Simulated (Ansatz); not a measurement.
The input, for Ansatz 0.2.0:

```yaml
crystal:
  periodic: [false, false, false]
  atoms:
    - {symbol: Al, position_ang: [0.000403, -0.000363, -0.047946]}
    - {symbol: H, position_ang: [1.558643, -0.003648, 0.448999]}
    - {symbol: H, position_ang: [-0.743468, 1.389048, 0.399266]}
    - {symbol: H, position_ang: [-0.825963, -1.375685, 0.435212]}
basis:
  gaussian: {orbitals: "6-31G*"}
total_charge: -1
magnetization: {spin_polarized: false, initial_magnetization: 1}
correlation: {method: fic_nevpt4_sd, electrons: valence, active_space: {window: {electrons: 7, orbitals: 5}}}
```

```sh
$ ansatz run in.yaml --threads 1 --pin off --events-out ev --progress --plain --max-ram 2393MiB
```

Output:

```
261 factors; integrals over basis functions are off by at most 6.1e-4 eV
mean field evaluation 1: about -6628.1180 eV, gradient 8.7e0 eV
mean field evaluation 2: about -6628.1272 eV, gradient 8.7e0 eV
mean field evaluation 4: about -6628.7680 eV, gradient 3.9e-1 eV
mean field evaluation 8: about -6628.7697 eV, gradient 1.8e-4 eV
mean field -6628.76974197 eV, -243.6027948760 hartree, gradient 1.9e-6 eV, S^2 0.750000; 0 other end points of the search recorded, 0 dependent functions left out
reference -6628.76974197 eV, -243.6027948760 hartree; 9, 8 occupied and 16, 17 virtual orbitals, 261 factors
state -6629.14565547 eV, -243.6166094422 hartree
state -6629.14565547 eV, -243.6166094422 hartree; corrected -6630.82272383 eV, -243.6782405678 hartree
state -6629.13513572 eV, -243.6162228486 hartree
state -6629.13513572 eV, -243.6162228486 hartree; corrected -6630.81911964 eV, -243.6781081162 hartree
state -6629.14565547 eV, -243.6166094422 hartree; corrected -6630.82272383 eV, -243.6782405678 hartree
Total energy: -6630.82272383 eV, -243.6782405678 hartree
```

Natural occupations: 2.0000 1.9999 1.9780 1.0004 0.0218.

Ran on 1 thread of Arm Neoverse V1, shared host: 0.42 s wall, 0.08 GiB peak host memory.
